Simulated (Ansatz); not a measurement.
```yaml
crystal:
  periodic: [false, false, false]
  atoms:
    - {symbol: O, position_ang: [0.966820, 1.065548, -0.641672]}
    - {symbol: C, position_ang: [0.830523, -1.094532, -1.062710]}
    - {symbol: F, position_ang: [0.780523, -1.144532, -1.062710]}
    - {symbol: C, position_ang: [-0.694070, -0.220020, 0.513198]}
    - {symbol: F, position_ang: [-1.606400, 0.297824, -0.386607]}
    - {symbol: H, position_ang: [0.198182, 1.345648, -1.154060]}
    - {symbol: H, position_ang: [1.452968, -0.370657, 0.655009]}
    - {symbol: H, position_ang: [-0.727048, 0.388342, 1.420766]}
    - {symbol: H, position_ang: [-0.970835, -1.252175, 0.736329]}
basis:
  gaussian: {orbitals: pcseg-2}
hamiltonian: {xc: {name: wB97}}
output: {forces: true}
```

```sh
$ ansatz run in.yaml --threads 2 --pin off --events-out ev --progress --plain --max-ram 4352MiB
```

Output, abridged:

```
Functional definition: wB97
992 factors; their error is unknown
310 factors; integrals over basis functions are off by at most 2.2e-5 eV
mean field evaluation 1: about -2343.8396 eV, gradient 1.7e2 eV
mean field evaluation 2: about -2327.8201 eV, gradient 1.3e2 eV
mean field evaluation 4: about -2361.5176 eV, gradient 1.0e1 eV
mean field evaluation 8: about -2361.9599 eV, gradient 6.2e-1 eV
mean field evaluation 16: about -2362.7187 eV, gradient 2.5e-4 eV
a density is far from that of the atoms, so the factors are made again for it
1241 factors; integrals over basis functions are off by at most 1.0e-3 eV
310 factors; integrals over basis functions are off by at most 2.1e-5 eV
mean field -2362.71817222 eV, -86.8282913212 hartree, gradient 2.2e-5 eV, S^2 0.000000; 0 other end points of the search recorded, 1 dependent functions left out
reference -2362.71816181 eV, -86.8282909385 hartree; 21, 21 occupied and 184, 184 virtual orbitals, 1241 factors
Total energy: -2362.71816181 eV, -86.8282909385 hartree
Atom 0 at     0.966820     1.065548    -0.641672 Å, force    -1.759713    -3.283441    -2.189872 eV/Å
Atom 1 at     0.830523    -1.094532    -1.062710 Å, force 98364.727019 98329.217365     1.155848 eV/Å
Atom 2 at     0.780523    -1.144532    -1.062710 Å, force -98362.549917 -98322.914834     4.498949 eV/Å
Atom 3 at    -0.694070    -0.220020     0.513198 Å, force    -0.650765    -2.092661    -0.481270 eV/Å
Atom 4 at    -1.606400     0.297824    -0.386607 Å, force     0.867693    -0.223058     0.469387 eV/Å
Atom 5 at     0.198182     1.345648    -1.154060 Å, force     0.387081     1.035353    -0.033231 eV/Å
Atom 6 at     1.452968    -0.370657     0.655009 Å, force    -1.932510    -2.315758    -2.967251 eV/Å
Atom 7 at    -0.727048     0.388342     1.420766 Å, force     1.213552     0.252746    -0.495072 eV/Å
Atom 8 at    -0.970835    -1.252175     0.736329 Å, force    -0.302440     0.324288     0.042512 eV/Å
Dipole moment:    -0.365568    -0.166913     0.476286 e Å
```

In this input one atom was put on top of another. Self-consistency was reached. The result belongs to that input, not to the molecule as meant.
